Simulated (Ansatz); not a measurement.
Ansatz (a program for electronic structure) input (HF/3-21G): The .json file is the Basis Set Exchange's 3-21G.

Ansatz 0.2 input:
```yaml
crystal:
  periodic: [false, false, false]
  atoms:
    - {symbol: C, position_ang: [-0.01075073, 0.64443952, -0.00020773]}
    - {symbol: C, position_ang: [1.14148505, -0.05703999, 0.00113003]}
    - {symbol: F, position_ang: [-1.11822560, -0.31777191, -0.00099264]}
    - {symbol: H, position_ang: [1.19675056, -1.15149369, 0.00151889]}
    - {symbol: H, position_ang: [2.08287389, 0.48704365, 0.00188105]}
basis:
  gaussian:
    orbitals: 3-21G.json
hamiltonian:
  xc: {name: HF}
total_charge: -1
relax: {f_tol: 0.003, max_steps: 120}
```

Question: What final total energy does it give?

Answer: -175.25622 Eh.
